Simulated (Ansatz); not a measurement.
# BH4O (doublet): wave-function methods side by side at distance O1–H3 along a hydrogen transfer = 1.218 Å, cc-pVDZ

How much of the correlation energy of BH4O (doublet) does each wave-function method recover here?

Method: cc-pVDZ, core rule «outside noble gas», up to 2 orbitals frozen; program: Ansatz 0.2.0, Gaussian basis.

Plan: UHF; CCSD(T) on ROHF; CCSD(T) on UHF; BCCD(T) on ROHF; CISD; CCSDT(Q) on ROHF; CCSDT(Q) on UHF; CASSCF and MRCISD+Q, 3 electrons in 3 orbitals; CASSCF and NEVPT2, 3 electrons in 3 orbitals.

10 further runs of the same task are left out: 1 for a mislabelled method, 8 that didn't finish, 1 set aside as unsound or not needed.

## Step 1: The system

The geometry derives from fragments relaxed apart (PBE0/def2-TZVP) and kept rigid, so it is no stationary point. A hydrogen atom is moved between rigid fragments.

6 atoms, charge 0, spin multiplicity 2.

Atoms are counted from 1 here; the program's logs count them from 0.

Bond lengths: O1–H2 0.960 Å, O1–H3 1.218 Å, H3–B4 1.213 Å, B4–H5 1.191 Å, B4–H6 1.191 Å. Angles: H2–O1–H3 105.1°, O1–H3–B4 180.0°, H3–B4–H5 115.3°, H3–B4–H6 115.3°, H5–B4–H6 129.4°.

## Step 2: UHF

File in.yaml:

```yaml
crystal:
  periodic: [false, false, false]
  atoms:
    - {symbol: O, position_ang: [-1.075954, -0.030281, 0.000000]}
    - {symbol: H, position_ang: [-1.325264, 0.896295, 0.000000]}
    - {symbol: H, position_ang: [0.142046, -0.030281, 0.000000]}
    - {symbol: B, position_ang: [1.355046, -0.030281, 0.000000]}
    - {symbol: H, position_ang: [1.864119, -0.030281, 1.077008]}
    - {symbol: H, position_ang: [1.864119, -0.030281, -1.077009]}
basis:
  gaussian: {orbitals: cc-pVDZ}
magnetization: {spin_polarized: true, initial_magnetization: 1}
hamiltonian: {xc: hf}
output: {orbitals: {seedname: orbitals}}
```

Started as:

```sh
ansatz run in.yaml --threads 1 --pin off --events-out ev --progress --plain --max-ram 2393MiB
```

Further steps of the session: CCSD(T) on ROHF; CCSD(T) on UHF; BCCD(T) on ROHF; CISD; CCSDT(Q) on ROHF; CCSDT(Q) on UHF; CASSCF and MRCISD+Q, 3 electrons in 3 orbitals; CASSCF and NEVPT2, 3 electrons in 3 orbitals.

Q: Predict the results of all the runs planned. Wanted: UCCSDT(Q) below the RHF energy; RMP2 from UCCSDT(Q); UMP2 from UCCSDT(Q); RCCSD from UCCSDT(Q); RCCSD(T) from UCCSDT(Q); UCCSD(T) from UCCSDT(Q); RCCSDT(Q) from UCCSDT(Q); NEVPT2 pair from UCCSDT(Q); MRCISD+Q pair from UCCSDT(Q).

The runs gave:

| quantity | value |
| --- | --- |
| UCCSDT(Q) below the RHF energy | -8.8325 eV |
| RMP2 from UCCSDT(Q) | +24.73 kcal/mol |
| UMP2 from UCCSDT(Q) | +26.47 kcal/mol |
| RCCSD from UCCSDT(Q) | +4.69 kcal/mol |
| RCCSD(T) from UCCSDT(Q) | +0.85 kcal/mol |
| UCCSD(T) from UCCSDT(Q) | +0.86 kcal/mol |
| RCCSDT(Q) from UCCSDT(Q) | +0.01 kcal/mol |
| NEVPT2 pair from UCCSDT(Q) | +24.69 kcal/mol |
| MRCISD+Q pair from UCCSDT(Q) | +2.58 kcal/mol |
| levels within 1 kcal/mol (43 meV) | RCCSD(T), UCCSD(T), BCCD(T), RCCSDT, UCCSDT, RCCSDT(Q) |
| T1 diagnostic | 0.025 |

What this shows: RCCSD(T) misses by +0.85 kcal/mol, 0.4 % of the correlation energy. Of the multireference levels listed MRCISD+Q pair comes nearest in total energy (+2.58 kcal/mol), which doesn't show that its space is the better one. These misses are within one basis, not against nature; the frozen cores of restricted and unrestricted runs differ, which can shift their rows.
